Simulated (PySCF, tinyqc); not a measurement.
Inside a calculation. Method: CIS and TDHF on RHF in the sto-3g basis, for HF, spin multiplicity 1. The lowest restricted solution is unstable here: a spin-polarised one lies 0.0007 hartree lower (PySCF). Computed by tinyqc, a small Python program that keeps every step (integrals from PySCF). Settings: charge = 0, multiplicity = 1, basis = sto-3g, method = RHF, energy threshold = 1e-10, iteration cap = 59, orthogonalisation = symmetric, start = Wolfsberg-Helmholz matrix, DIIS depth = 6, TDHF = 1. Command: `OMP_NUM_THREADS=1 python tinyqc.py 22408 22409 out.jsonl` (the two numbers bound the seeds that draw the settings). One thread of a shared host (Intel(R) Xeon(R) Processor @ 2.60GHz), about 0.08 s of CPU time with the checks. The early iterations of the SCF are left out here.

## One-electron integrals

Geometry (angstrom):
```
atom         x         y         z
F     0.000000  0.000000  0.000000
H     0.000000  0.000000  1.227000
```

Basis sto-3g: exponents (1/bohr^2) and contraction coefficients of normalised primitives:
```
element  l (shell)    exponent  coefficient
F            s (1)  166.679130     0.154329
F            s (1)   30.360812     0.535328
F            s (1)    8.216821     0.444635
F            s (2)    6.464803    -0.099967
F            s (2)    1.502281     0.399513
F            s (2)    0.488588     0.700115
F            p (3)    6.464803     0.155916
F            p (3)    1.502281     0.607684
F            p (3)    0.488588     0.391957
H            s (1)    3.425251     0.154329
H            s (1)    0.623914     0.535328
H            s (1)    0.168855     0.444635
```

Overlap, kinetic and nuclear-attraction integrals over the contracted functions; the nuclear repulsion is the sum of Za Zb / Rab.

nuclear repulsion = 3.88149543 hartree

overlap S:
```
           1F 1s     1F 2s    1F 2px    1F 2py    1F 2pz     2H 1s
1F 1s   1.000000  0.237990  0.000000  0.000000  0.000000  0.023633
1F 2s   0.237990  1.000000  0.000000  0.000000  0.000000  0.270289
1F 2px  0.000000  0.000000  1.000000  0.000000  0.000000  0.000000
1F 2py  0.000000  0.000000  0.000000  1.000000  0.000000  0.000000
1F 2pz  0.000000  0.000000  0.000000  0.000000  1.000000  0.236702
2H 1s   0.023633  0.270289  0.000000  0.000000  0.236702  1.000000
```

kinetic energy T (hartree):
```
            1F 1s      1F 2s    1F 2px    1F 2py    1F 2pz      2H 1s
1F 1s   36.984577  -0.212858  0.000000  0.000000  0.000000  -0.007385
1F 2s   -0.212858   1.037995  0.000000  0.000000  0.000000   0.017937
1F 2px   0.000000   0.000000  3.248015  0.000000  0.000000   0.000000
1F 2py   0.000000   0.000000  0.000000  3.248015  0.000000   0.000000
1F 2pz   0.000000   0.000000  0.000000  0.000000  3.248015   0.091276
2H 1s   -0.007385   0.017937  0.000000  0.000000  0.091276   0.760032
```

nuclear attraction V (hartree):
```
             1F 1s       1F 2s      1F 2px      1F 2py      1F 2pz      2H 1s
1F 1s   -77.440857   -9.279448    0.000000    0.000000   -0.008410  -0.943527
1F 2s    -9.279448  -11.972221    0.000000    0.000000   -0.104687  -2.306049
1F 2px    0.000000    0.000000  -11.861542    0.000000    0.000000   0.000000
1F 2py    0.000000    0.000000    0.000000  -11.861542    0.000000   0.000000
1F 2pz   -0.008410   -0.104687    0.000000    0.000000  -11.916017  -1.733981
2H 1s    -0.943527   -2.306049    0.000000    0.000000   -1.733981  -5.059522
```

core Hamiltonian H = T + V (hartree):
```
             1F 1s       1F 2s     1F 2px     1F 2py     1F 2pz      2H 1s
1F 1s   -40.456280   -9.492306   0.000000   0.000000  -0.008410  -0.950912
1F 2s    -9.492306  -10.934226   0.000000   0.000000  -0.104687  -2.288113
1F 2px    0.000000    0.000000  -8.613527   0.000000   0.000000   0.000000
1F 2py    0.000000    0.000000   0.000000  -8.613527   0.000000   0.000000
1F 2pz   -0.008410   -0.104687   0.000000   0.000000  -8.668002  -1.642705
2H 1s    -0.950912   -2.288113   0.000000   0.000000  -1.642705  -4.299490
```

## Two-electron integrals

Functions are numbered as in S; the eight-fold symmetry (ij|kl) = (ji|kl) = (kl|ij) leaves the list below.

Two-electron integrals (ij|kl) in chemists' order, unique and non-zero (hartree):
```
(11|11) 5.403501   (21|11) 0.841920   (21|21) 0.156299   (22|11) 1.268028
(22|21) 0.292344   (22|22) 0.926167   (31|31) 0.027998   (32|31) 0.043169
(32|32) 0.204588   (33|11) 1.264502   (33|21) 0.292403   (33|22) 0.925959
(33|33) 0.997514   (41|41) 0.027998   (42|41) 0.043169   (42|42) 0.204588
(43|43) 0.053770   (44|11) 1.264502   (44|21) 0.292403   (44|22) 0.925959
(44|33) 0.889973   (44|44) 0.997514   (51|51) 0.027998   (52|51) 0.043169
(52|52) 0.204588   (53|53) 0.053770   (54|54) 0.053770   (55|11) 1.264502
(55|21) 0.292403   (55|22) 0.925959   (55|33) 0.889973   (55|44) 0.889973
(55|55) 0.997514   (61|11) 0.084587   (61|21) 0.015583   (61|22) 0.029007
(61|33) 0.028964   (61|44) 0.028964   (61|51) 0.000618   (61|52) 0.001170
(61|55) 0.029099   (61|61) 0.001569   (62|11) 0.234456   (62|21) 0.054867
(62|22) 0.196428   (62|33) 0.193466   (62|44) 0.193466   (62|51) 0.003713
(62|52) 0.030172   (62|55) 0.202154   (62|61) 0.005557   (62|62) 0.053205
(63|31) 0.005495   (63|32) 0.033512   (63|53) 0.006193   (63|63) 0.007565
(64|41) 0.005495   (64|42) 0.033512   (64|54) 0.006193   (64|64) 0.007565
(65|11) 0.167999   (65|21) 0.039793   (65|22) 0.152576   (65|33) 0.146264
(65|44) 0.146264   (65|51) 0.007832   (65|52) 0.055471   (65|55) 0.165026
(65|61) 0.004180   (65|62) 0.050846   (65|65) 0.055872   (66|11) 0.425720
(66|21) 0.101220   (66|22) 0.419045   (66|33) 0.406211   (66|44) 0.406211
(66|51) 0.007731   (66|52) 0.090042   (66|55) 0.444343   (66|61) 0.010289
(66|62) 0.152517   (66|65) 0.170235   (66|66) 0.774606
```

## Orthogonalisation

S = U s U^T; symmetric (Loewdin) form X = U s^(-1/2) U^T, so that X^T S X = 1.

eigenvalues of S: 0.601697  0.851417  1.000000  1.000000  1.128014  1.418872

X:
```
            1F 1s      1F 2s    1F 2px    1F 2py     1F 2pz      2H 1s
1F 1s    1.022648  -0.127094  0.000000  0.000000  -0.003136   0.014488
1F 2s   -0.127094   1.054055  0.000000  0.000000   0.027230  -0.150578
1F 2px   0.000000   0.000000  1.000000  0.000000   0.000000   0.000000
1F 2py   0.000000   0.000000  0.000000  1.000000   0.000000   0.000000
1F 2pz  -0.003136   0.027230  0.000000  0.000000   1.023251  -0.129105
2H 1s    0.014488  -0.150578  0.000000  0.000000  -0.129105   1.054032
```

## Iteration 7 (converged): orbitals

converged F (hartree):
```
             1F 1s      1F 2s     1F 2px     1F 2py     1F 2pz      2H 1s
1F 1s   -25.916314  -6.625340   0.000000   0.000000  -0.015499  -0.671615
1F 2s    -6.625340  -3.017643   0.000000   0.000000  -0.025396  -0.657636
1F 2px    0.000000   0.000000  -0.463169   0.000000   0.000000   0.000000
1F 2py    0.000000   0.000000   0.000000  -0.463169   0.000000   0.000000
1F 2pz   -0.015499  -0.025396   0.000000   0.000000  -0.220734  -0.433808
2H 1s    -0.671615  -0.657636   0.000000   0.000000  -0.433808  -0.297734
```

Diagonalise F' = X^T F X, C = X C', fill 5 alpha and 5 beta electrons from the bottom; D = 2 C_occ C_occ^T. Each column has its largest component positive (the first on a tie).

F' = X^T F X (hartree):
```
            1          2          3          4          5          6
1  -25.447443  -3.393943   0.000000   0.000000  -0.034179  -0.044629
2   -3.393943  -1.817865   0.000000   0.000000   0.059774  -0.324965
3    0.000000   0.000000  -0.463169   0.000000   0.000000   0.000000
4    0.000000   0.000000   0.000000  -0.463169   0.000000   0.000000
5   -0.034179   0.059774   0.000000   0.000000  -0.120058  -0.422042
6   -0.044629  -0.324965   0.000000   0.000000  -0.422042  -0.074034
```

orbital energies (hartree): MO1 -25.925595, MO2 -1.415348, MO3 -0.488639, MO4 -0.463169, MO5 -0.463169, MO6 0.370181

coefficients C:
```
              MO1        MO2        MO3        MO4       MO5        MO6
1F 1s    0.994972  -0.258153   0.051496   0.000000  0.000000   0.053994
1F 2s    0.020642   0.995598  -0.263206   0.000000  0.000000  -0.299468
1F 2px   0.000000   0.000000   0.000000   0.861678  0.507455   0.000000
1F 2py   0.000000   0.000000   0.000000  -0.507455  0.861678   0.000000
1F 2pz   0.001312   0.026081   0.685386   0.000000  0.000000  -0.770731
2H 1s   -0.003119   0.099948   0.595652   0.000000  0.000000   0.886417
```

D after iteration 7:
```
            1F 1s      1F 2s    1F 2px    1F 2py     1F 2pz      2H 1s
1F 1s    2.118531  -0.500066  0.000000  0.000000   0.059735   0.003537
1F 2s   -0.500066   2.121838  0.000000  0.000000  -0.308808  -0.114671
1F 2px   0.000000   0.000000  2.000000  0.000000   0.000000   0.000000
1F 2py   0.000000   0.000000  0.000000  2.000000   0.000000   0.000000
1F 2pz   0.059735  -0.308808  0.000000  0.000000   0.940872   0.821709
2H 1s    0.003537  -0.114671  0.000000  0.000000   0.821709   0.729602
```

Within a degenerate level the vectors are fixed only up to a rotation; this is one choice.

## Convergence

Stop when the energy changes by less than 1e-10 hartree and every element of the error matrix X^T (F D S - S D F) X is below 3e-06.

Course of the cycle:
```
iteration   E (hartree)     change  largest element of the error matrix
1          -98.17872169          -                             4.62e-01
2          -98.50860269  -3.30e-01                             6.62e-02
3          -98.51401785  -5.42e-03                             1.31e-02
4          -98.51413509  -1.17e-04                             1.28e-03
5          -98.51413639  -1.30e-06                             1.61e-05
6          -98.51413639  -1.73e-10                             2.23e-07
7          -98.51413639  -2.84e-14                             6.96e-11
```

PySCF RHF in the same basis = -98.51413639 hartree

Converged in 7 iterations.

## Integrals over molecular orbitals

(pq|rs) = sum C_ip C_jq C_kr C_ls (ij|kl), one index at a time.

one-electron integrals over orbitals h = C^T H C (hartree):
```
            1          2          3          4          5          6
1  -40.438952   0.721893  -0.135866   0.000000   0.000000  -0.147624
2    0.721893  -9.123975   0.497859   0.000000   0.000000   0.802845
3   -0.135866   0.497859  -6.849730   0.000000   0.000000   2.240101
4    0.000000   0.000000   0.000000  -8.613527   0.000000   0.000000
5    0.000000   0.000000   0.000000   0.000000  -8.613527   0.000000
6   -0.147624   0.802845   2.240101   0.000000   0.000000  -5.998163
```

Two-electron integrals over orbitals (pq|rs), unique and non-zero (hartree):
```
(11|11) 5.364371    (21|11) -0.521153   (21|21) 0.079820    (22|11) 1.231721
(22|21) -0.022616   (22|22) 0.871501    (31|11) 0.103141    (31|21) -0.015242
(31|22) 0.006799    (31|31) 0.017589    (32|11) -0.121158   (32|21) 0.005223
(32|22) -0.044878   (32|31) 0.020560    (32|32) 0.136480    (33|11) 0.892965
(33|21) -0.008604   (33|22) 0.695540    (33|31) -0.002239   (33|32) -0.015869
(33|33) 0.680738    (41|41) 0.029539    (42|41) 0.040061    (42|42) 0.188996
(43|41) -0.007215   (43|42) -0.028730   (43|43) 0.035906    (44|11) 1.264025
(44|21) -0.015058   (44|22) 0.894224    (44|31) 0.003040    (44|32) -0.066874
(44|33) 0.682306    (44|44) 0.997514    (51|51) 0.029539    (52|51) 0.040061
(52|52) 0.188996    (53|51) -0.007215   (53|52) -0.028730   (53|53) 0.035906
(54|54) 0.053770    (55|11) 1.264025    (55|21) -0.015058   (55|22) 0.894224
(55|31) 0.003040    (55|32) -0.066874   (55|33) 0.682306    (55|44) 0.889973
(55|55) 0.997514    (61|11) 0.109077    (61|21) -0.017446   (61|22) 0.002642
(61|31) -0.012143   (61|32) -0.023349   (61|33) 0.005974    (61|44) 0.003169
(61|55) 0.003169    (61|61) 0.020138    (62|11) -0.158687   (62|21) 0.004158
(62|22) -0.087728   (62|31) -0.019944   (62|32) -0.075312   (62|33) -0.022608
(62|44) -0.086688   (62|55) -0.086688   (62|61) 0.018792    (62|62) 0.091586
(63|11) -0.417944   (63|21) 0.007016    (63|22) -0.233349   (63|31) 0.001479
(63|32) 0.081481    (63|33) -0.094867   (63|44) -0.243493   (63|55) -0.243493
(63|61) -0.004898   (63|62) 0.037753    (63|63) 0.228878    (64|41) -0.007138
(64|42) -0.029131   (64|43) -0.021935   (64|64) 0.029190    (65|51) -0.007138
(65|52) -0.029131   (65|53) -0.021935   (65|65) 0.029190    (66|11) 0.841696
(66|21) -0.008972   (66|22) 0.641464    (66|31) 0.010462    (66|32) 0.047126
(66|33) 0.649862    (66|44) 0.625321    (66|55) 0.625321    (66|61) -0.007392
(66|62) -0.054409   (66|63) -0.025431   (66|66) 0.677159
```

## CIS matrix, singlets

A(ia,jb) = (e_a - e_i) d_ij d_ab + 2 (ia|jb) - (ij|ab).

CIS matrix A, singlet (hartree):
```
           1>6       2>6        3>6       4>6       5>6
1>6  25.494358  0.046556  -0.020258  0.000000  0.000000
2>6   0.046556  1.327237   0.028381  0.000000  0.000000
3>6  -0.020258  0.028381   0.666714  0.000000  0.000000
4>6   0.000000  0.000000   0.000000  0.266410  0.000000
5>6   0.000000  0.000000   0.000000  0.000000  0.266410
```

## CIS singlet states

dipole integrals <i|r|a> (bohr):
```
             x          y          z
1>6   0.000000   0.000000  -0.043560
2>6   0.000000   0.000000  -0.057123
3>6   0.000000   0.000000   1.187858
4>6  -0.016787   0.009886   0.000000
5>6  -0.009886  -0.016787   0.000000
```

Diagonalise A (1 hartree = 27.211386 eV); each vector has its largest component positive (the first on a tie). The transition dipole is mu = sqrt2 sum c_ia <i|r|a>.

singlet excitation energies (eV): 7.249372  7.249372  18.108541  36.146728  693.739699

lowest vectors:
```
      state 1    state 2    state 3    state 4    state 5
1>6  0.000000   0.000000   0.000896  -0.001889   0.999998
2>6  0.000000   0.000000  -0.042910   0.999077   0.001925
3>6  0.000000   0.000000   0.999079   0.042912  -0.000814
4>6  0.040967   0.999160   0.000000   0.000000   0.000000
5>6  0.999160  -0.040967   0.000000   0.000000   0.000000
```

oscillator strengths 2/3 w |mu|^2: 0.000135  0.000135  1.254769  0.000064  0.067727

Within a degenerate level the vectors are fixed only up to a rotation; this is one choice.

## TDHF (RPA) singlet states

B(ia,jb) = 2 (ia|jb) - (ib|ja); the squared energies are the eigenvalues of (A - B)(A + B); 1 hartree = 27.211386 eV.

TDHF matrix B, singlet (hartree):
```
           1>6       2>6        3>6       4>6       5>6
1>6   0.020138  0.018792  -0.004898  0.000000  0.000000
2>6   0.018792  0.091586   0.037753  0.000000  0.000000
3>6  -0.004898  0.037753   0.228878  0.000000  0.000000
4>6   0.000000  0.000000   0.000000  0.029190  0.000000
5>6   0.000000  0.000000   0.000000  0.000000  0.029190
```

squared energies w^2 (hartree^2): 0.070122  0.070122  0.390636  1.753137  649.966543

TDHF energies from the positive w^2 (eV): 7.205725  7.205725  17.007356  36.029533  693.739092

## CIS matrix, triplets

A(ia,jb) = (e_a - e_i) d_ij d_ab - (ij|ab).

CIS matrix A, triplet (hartree):
```
           1>6        2>6        3>6       4>6       5>6
1>6  25.454081   0.008972  -0.010462  0.000000  0.000000
2>6   0.008972   1.144065  -0.047126  0.000000  0.000000
3>6  -0.010462  -0.047126   0.208958  0.000000  0.000000
4>6   0.000000   0.000000   0.000000  0.208029  0.000000
5>6   0.000000   0.000000   0.000000  0.000000  0.208029
```

## CIS triplet states

Diagonalise A (1 hartree = 27.211386 eV); each vector has its largest component positive (the first on a tie).

triplet excitation energies (eV): 5.621470  5.660768  5.660768  31.195958  692.641037

lowest vectors:
```
      state 1   state 2    state 3    state 4    state 5
1>6  0.000396  0.000000   0.000000  -0.000390   1.000000
2>6  0.050201  0.000000   0.000000   0.998739   0.000370
3>6  0.998739  0.000000   0.000000  -0.050201  -0.000415
4>6  0.000000  0.135836   0.990731   0.000000   0.000000
5>6  0.000000  0.990731  -0.135836   0.000000   0.000000
```

Within a degenerate level the vectors are fixed only up to a rotation; this is one choice.

## TDHF (RPA) triplet states

B(ia,jb) = - (ib|ja); the squared energies are the eigenvalues of (A - B)(A + B); 1 hartree = 27.211386 eV.

TDHF matrix B, triplet (hartree):
```
           1>6        2>6        3>6        4>6        5>6
1>6  -0.020138  -0.018792   0.004898   0.000000   0.000000
2>6  -0.018792  -0.091586  -0.037753   0.000000   0.000000
3>6   0.004898  -0.037753  -0.228878   0.000000   0.000000
4>6   0.000000   0.000000   0.000000  -0.029190   0.000000
5>6   0.000000   0.000000   0.000000   0.000000  -0.029190
```

squared energies w^2 (hartree^2): -0.011676  0.042424  0.042424  1.305004  647.909496

TDHF energies from the positive w^2 (eV): 5.604764  5.604764  31.085411  692.640432

A + B or A - B has a negative eigenvalue: the restricted solution is unstable towards a spin-polarised one, a negative w^2 means an imaginary energy, and the lowest roots have no physical meaning.
